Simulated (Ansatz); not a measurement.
The input, for Ansatz 0.2.0:

```yaml
crystal:
  periodic: [false, false, false]
  atoms:
    - {symbol: P, position_ang: [0.048719, -0.000113, 0.004732]}
    - {symbol: H, position_ang: [0.163836, -0.016255, -1.521089]}
    - {symbol: H, position_ang: [-0.812407, 1.121293, -0.049034]}
    - {symbol: H, position_ang: [-0.915184, -1.097997, -0.019232]}
    - {symbol: H, position_ang: [0.066638, -0.003580, 1.443947]}
basis:
  gaussian: {orbitals: def2-SVP}
magnetization: {spin_polarized: false, initial_magnetization: 1}
correlation: {active_space: {window: {electrons: 3, orbitals: 3}, states: [{multiplicity: 2, weights: [0]}]}}
```

```sh
$ ansatz run in.yaml --threads 1 --pin off --events-out ev --progress --plain --max-ram 2393MiB
```

Q: One thing in this input was set wrong on purpose, beside settings that are merely unusual. What is the gravest fault, and what does the program do?

A: Impossible set of states or weights. How the run ends: refused.
```
Error: set 0 asks for 1 states and needs as many positive weights; it has [0.0]
```
